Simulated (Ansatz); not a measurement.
Geometry optimisation, UKS PBE0-D4/def2-SVP in Ansatz.

Input:

```yaml
crystal:
  periodic: [false, false, false]
  atoms:
    - { symbol: Si, position_ang: [-0.016773, -0.027096, -0.048323] }
    - { symbol: F, position_ang: [-0.092748, -0.143538, 1.559198] }
    - { symbol: H, position_ang: [1.415232, 0.000951, -0.450817] }
    - { symbol: H, position_ang: [-0.707229, 1.224282, -0.461392] }
    - { symbol: H, position_ang: [-0.702053, -1.217796, -0.624223] }
    - { symbol: O, position_ang: [0.024123, 0.030728, 3.991187] }
    - { symbol: H, position_ang: [-0.433553, -0.66863, 3.49287] }
magnetization:
  spin_polarized: true
  initial_magnetization: 1
basis:
  gaussian: { orbitals: def2-SVP }
hamiltonian:
  xc: pbe0
  dispersion: d4
relax:
  f_tol: 0.03
  max_steps: 50
```

Command:

```bash
$ ansatz run input.yaml --threads 2 --pin off --max-ram 3072MiB --backend cpu --events-out ev --progress --plain --runs-dir out
```

Task: Where does it end, and by what steps?

Result: The forces met the threshold. The force dipped under the threshold on the way, but the program's further checks kept it going. After 23 steps the energy has fallen by 0.235 eV; F2 moved furthest, 1.24 Å.

| step | energy less start (eV) | largest force component (eV/Å) | accepted |
| --- | --- | --- | --- |
| 0 | 0.0000 | 0.673 | yes |
| 1 | -0.0502 | 0.390 | yes |
| 2 | -0.0518 | 1.351 | yes |
| 3 | -0.0219 | 2.530 | no |
| 4 | -0.0895 | 0.811 | yes |
| 5 | -0.1137 | 0.200 | yes |
| 6 | -0.1315 | 0.200 | yes |
| 7 | -0.1338 | 0.090 | yes |
| 8 | -0.1356 | 0.017 | yes |
| 9 | -0.1333 | 0.485 | no |
| 10 | -0.1377 | 0.187 | yes |
| 11 | -0.1410 | 0.217 | yes |
| 12 | -0.1450 | 0.395 | yes |
| 13 | -0.1469 | 0.760 | yes |
| 14 | -0.1557 | 0.244 | yes |
| 15 | -0.1691 | 0.304 | yes |
| 16 | -0.1928 | 0.206 | yes |
| 17 | -0.2114 | 0.510 | yes |
| 18 | -0.2273 | 0.087 | yes |
| 19 | -0.2296 | 0.086 | yes |
| 20 | -0.2312 | 0.390 | yes |
| 21 | -0.2331 | 0.217 | yes |
| 22 | -0.2350 | 0.031 | yes |
| 23 | -0.2354 | 0.007 | yes |

```xyz
7
Properties=species:S:1:pos:R:3
Si -0.105 -0.174 0.230
F -0.714 -1.197 1.363
H 1.370 -0.105 0.391
H -0.759 1.151 0.380
H -0.450 -0.772 -1.089
O 0.318 0.565 3.167
H -0.173 -0.270 3.017
```

Whether the end is a true minimum wasn't checked by a vibrational analysis.

Run time: 60 s on 2 threads of Intel(R) Xeon(R) 6975P-C (Granite Rapids) (shared host), peak memory 0.21 GiB.
